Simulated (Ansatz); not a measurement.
C$_{3}$H$_{7}$NO, SMILES `CO/C=C/N`. Charge 0, multiplicity 1.

```xyz
12

C    -0.9450   -1.1229   -1.2863
O    -1.4911   -0.1014   -0.4976
C    -0.6276    0.5477    0.3243
C     0.6872    0.3553    0.4356
N     1.5419    1.1623    1.2046
H    -1.7615   -1.5353   -1.8773
H    -0.1686   -0.7354   -1.9583
H    -0.5094   -1.9165   -0.6659
H    -1.1435    1.3100    0.8993
H     1.1961   -0.4060   -0.1434
H     2.1790    0.6243    1.7754
H     1.0426    1.8178    1.7897
```

Problem. List the harmonic frequencies (cm⁻¹, unscaled) at PBE0-D4/def2-TZVP in Ansatz. (An estimate is asked.)

Solution. The calculation gave: 161, 231, 263, 289, 355, 400, 635, 756, 821, 924, 993, 1099, 1176, 1188, 1246, 1286, 1338, 1377, 1470, 1479, 1503, 1650, 1754, 3003, 3059, 3150, 3190, 3208, 3541, 3635.

Problem. Is this a minimum?

Solution. Yes, all 30 modes are real.

Problem. Give the ideal-gas thermochemistry at 298.15 K and 1 bar (rigid rotor, harmonic oscillator; point group C1, symmetry number 1).

Solution. Zero-point energy 270.2 kJ/mol; H(298) − E = 288.6 kJ/mol; entropy 315.0 J/(mol·K), of which translation 162.4, rotation 106.6, vibration 46.0; G(298) − E = 194.7 kJ/mol.
